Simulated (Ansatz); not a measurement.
# AlH4NO: the cost of one run

Method: RKS PBE-D4/def2-SVP, in Ansatz 0.2.0.

## 1. Starting point

Bond lengths: Al1–O2 1.980 Å, O2–H3 1.010 Å, Al1–H4 1.760 Å, Al1–N5 1.920 Å, N5–H6 1.060 Å, N5–H7 1.060 Å. Angles: Al1–O2–H3 71.2°, O2–Al1–H4 42.8°, O2–Al1–N5 159.9°, H4–Al1–N5 157.3°, Al1–N5–H6 120.0°, Al1–N5–H7 120.0°, H6–N5–H7 120.0°.

Structure file:

```xyz
7

Al    0.0000    0.0000    0.0000
O     1.2704    0.0000    1.5187
H     0.3609   -0.2814    1.8559
H     1.7458    0.0000    0.2228
N    -1.6627    0.0000   -0.9600
H    -2.3316   -0.8164   -0.8614
H    -1.9118    0.8164   -1.5886
```

## 2. Pulling towards end A

Springs on the bonds that form and break draw the guess towards this end; the thresholds are loose.

Input file input.yaml:

```yaml
crystal:
  periodic: [false, false, false]
  atoms:
    - { symbol: Al, position_ang: [0.0, 0.0, 0.0] }
    - { symbol: O, position_ang: [1.2704, 0.0, 1.5187] }
    - { symbol: H, position_ang: [0.3609, -0.2814, 1.8559] }
    - { symbol: H, position_ang: [1.7458, 0.0, 0.2228] }
    - { symbol: "N", position_ang: [-1.6627, 0.0, -0.96] }
    - { symbol: H, position_ang: [-2.3316, -0.8164, -0.8614] }
    - { symbol: H, position_ang: [-1.9118, 0.8164, -1.5886] }
basis:
  gaussian: { orbitals: def2-SVP }
hamiltonian:
  xc: pbe
  dispersion: d4
relax:
  f_tol: 0.15
  max_steps: 25
  restrain:
    - { distance: [1, 3], at: 2.21, k: 30.0 }
    - { distance: [0, 1], at: 1.78, k: 30.0 }
    - { distance: [0, 3], at: 1.56, k: 30.0 }
```

Launch:

```console
$ ansatz run input.yaml --threads 1 --pin off --max-ram 2048MiB --backend cpu --events-out ev --progress --plain --runs-dir out
```

Q: Estimate wall time and peak memory on 1 thread of Intel Xeon Platinum 8259CL at 2.50GHz (Skylake/Cascade Lake), shared host.

About 17 s, with a peak of 0.15 GiB.
